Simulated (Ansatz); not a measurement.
C4H7N, SMILES `CCCC#N`: measurement beside calculation (Ansatz, PBE0-D4/def2-TZVP geometry).

```xyz
12

C    -0.3473   -1.0512    1.1631
C    -0.3662   -0.4229   -0.2177
C     0.4941    0.8400   -0.2726
C     0.4933    1.4615   -1.5865
N     0.4783    1.9362   -2.6334
H    -0.9639   -1.9512    1.1912
H    -0.7320   -0.3610    1.9188
H     0.6672   -1.3342    1.4567
H    -0.0016   -1.1333   -0.9643
H    -1.3894   -0.1680   -0.5061
H     0.1377    1.5761    0.4549
H     1.5296    0.6078   -0.0041
```

Measured: 33.956 ± 0.02 cm⁻¹ (anti conformer, energy difference E(v30=2) - E(v18=1), v30=2 higher, millimetre-wave spectroscopy, Coriolis and Fermi perturbation analysis). Source: Laboratory spectroscopic study and astronomical detection of vibrationally excited n-propyl cyanide, 2016 (arxiv:1608.08129).

Harmonic PBE0-D4 wavenumbers (cm⁻¹, unscaled): 98, 166, 243, 348, 396, 545, 742, 872, 890, 978, 1071, 1121, 1126, 1257, 1300, 1327, 1386, 1411, 1461, 1486, 1491, 1500, 2382, 3048, 3054, 3069, 3087, 3106, 3126, 3133. Fundamentals include anharmonicity and usually lie a few per cent under these; harmonic values from spectra compare directly.
